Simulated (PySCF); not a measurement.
# Constants of LiSi, step by step

State: ⁴Σ⁻, quartet, unpaired electrons σ ↑, π ↑↑. De refers to Li + Si. ROHF-based CCSD(T) in PySCF 2.14 with Li cc-pVTZ, Si cc-pV(T+d)Z and Li cc-pVQZ, Si cc-pV(Q+d)Z (frozen core orbitals: 6; no relativity). Correlation energies are extrapolated as n⁻³ (n = 3, 4), Hartree–Fock as (n+1)·exp(−9√n). CV is the change on freezing 1 orbitals instead, in Li cc-pCVTZ, Si cc-pwCVTZ. SR is the spin-free X2C energy in Li cc-pVTZ-DK, Si cc-pVTZ-DK less the non-relativistic one in Li cc-pVTZ, Si cc-pVTZ.

| Level | Re (Å) | ωe (cm⁻¹) | ωexe (cm⁻¹) | αe (cm⁻¹) | De (eV) |
| --- | --- | --- | --- | --- | --- |
| CCSD(T)/TZ | 2.3850 | 452.6 | 3.03 | 0.00563 | 1.820 |
| CCSD(T)/QZ | 2.3849 | 451.2 | 3.06 | 0.00567 | 1.862 |
| HF/CBS | 2.3897 | 449.5 | 3.29 | 0.00582 | 1.383 |
| MP2/CBS | 2.3876 | 452.2 | 2.84 | 0.00547 | 1.886 |
| CCSD/CBS | 2.3819 | 452.7 | 3.12 | 0.00572 | 1.821 |
| CCSD(T)/CBS | 2.3841 | 451.6 | 3.07 | 0.00568 | 1.889 |
| CCSD(T)/CBS+CV | 2.3695 | 455.5 | 3.13 | 0.00578 | 1.887 |
| CCSD(T)/CBS+CV+SR | 2.3682 | 455.7 | 3.11 | 0.00577 | 1.880 |

How much is left between CCSD(T)/QZ and the basis-set limit, and how much do the triples give at the limit?

CCSD(T)/CBS less CCSD(T)/QZ: -0.8 mÅ in Re, +0.4 cm⁻¹ in ωe and +0.027 eV in De. CCSD(T)/CBS less CCSD/CBS: +2.2 mÅ in Re, -1.1 cm⁻¹ in ωe and +0.068 eV in De.

What do the later terms add?

CV: -14.6 mÅ in Re, +3.9 cm⁻¹ in ωe and -0.002 eV in De; SR: -1.3 mÅ in Re, +0.2 cm⁻¹ in ωe and -0.007 eV in De, each against the row above.

The T1 diagnostic is 0.012. The state was picked by a PBE0 search and need not be the measured ground state. Spin–orbit coupling, excitations beyond (T) and corrections to the Born–Oppenheimer picture are left out.

The whole job (state search and all basis sets along the bond) took about 13 min on 4 threads of Arm Neoverse V1 (shared host), peak memory 9.2 GiB.
